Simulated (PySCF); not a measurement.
**C: electron affinity**

C⁻ [He] 2s2 2p3 (4S) → C [He] 2s2 2p2 (3P), as a difference of total energies. Computed with PySCF 2.14 in aug-cc-pVQZ (6s5p4d3f2g, 80 functions), with the non-relativistic Hamiltonian (point nucleus). Correlated levels: valence: 1s2 frozen. The calculations carry no spin-orbit coupling.

```tsv
method	electron affinity (eV)
UHF	0.452
MP2 (valence)	1.286
SCS-MP2 (valence)	0.992
CCSD (valence)	1.160
CCSD(T) (valence)	1.236
```

Q: How much does correlation contribute at CCSD(T) (valence)?

A: 1.236 − (0.452) = 0.784 eV, measured against UHF.

Errors of the correlated levels include the incompleteness of this basis and the frozen core.

For comparison: 1.262 eV (measured; photodetachment measurements, as compiled on the Wikipedia data page of electron affinities).
